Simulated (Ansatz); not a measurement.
CH$_{2}$S$_{2}$, SMILES `S=CS`: measurement beside calculation (Ansatz, PBE0-D4/def2-TZVP geometry).

```xyz
5

S    -0.753   -1.380   -0.728
C    -0.456    0.134   -0.259
S     0.858    0.738    0.673
H    -1.127    0.955   -0.523
H     1.477   -0.447    0.836
```

Measured: 49206.11 ± 0.21 MHz (A0, trans conformer, ground vibrational state, millimetre/submillimetre absorption spectroscopy); 3447.53432 ± 0.00037 MHz (B0, trans conformer, ground vibrational state, millimetre/submillimetre absorption spectroscopy); 3219.47256 ± 0.00037 MHz (C0, trans conformer, ground vibrational state, millimetre/submillimetre absorption spectroscopy). Source: Accurate millimetre and submillimetre rest frequencies for $cis$- and $trans$-dithioformic acid, HCSSH, 2018 (arxiv:1801.07212).

```json
{"constant": "A", "measured (MHz)": "49206", "computed (MHz)": "50405", "error (%)": "2.4"}
{"constant": "B", "measured (MHz)": "3448", "computed (MHz)": "3466", "error (%)": "0.5"}
{"constant": "C", "measured (MHz)": "3219", "computed (MHz)": "3243", "error (%)": "0.7"}
```

Computed constants are equilibrium values for the main isotopes; measured ground-state ones include zero-point motion, which usually lowers them by up to about 1 %.
